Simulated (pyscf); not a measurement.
PySCF, gas phase, ωB97X-D3(BJ)/def2-SVP geometries.

How much does it cost (ΔH, 298 K, ωB97M-D3(BJ)/def2-TZVP) to split HO–Y(OH)–OH at its H–O bond into [O–Y(OH)–OH]• + H•?

H–O to [O–Y(OH)–OH]• + H•: 120.5 kcal/mol. The 7 functionals that were run give +117.4 (PBE0-D3(BJ)) to +121.4 kcal/mol (M06-2X). The radicals are drawn with the spin at the cut bond; how far it spreads was not checked. Other isomers of [O–Y(OH)–OH]• were not searched in full and may lie lower. Open-shell species with a d-block atom are single-reference here; other states, and whether the spin sits on metal or ligand, were not checked. Elements past Kr carry the def2 core potentials, without spin-orbit coupling.
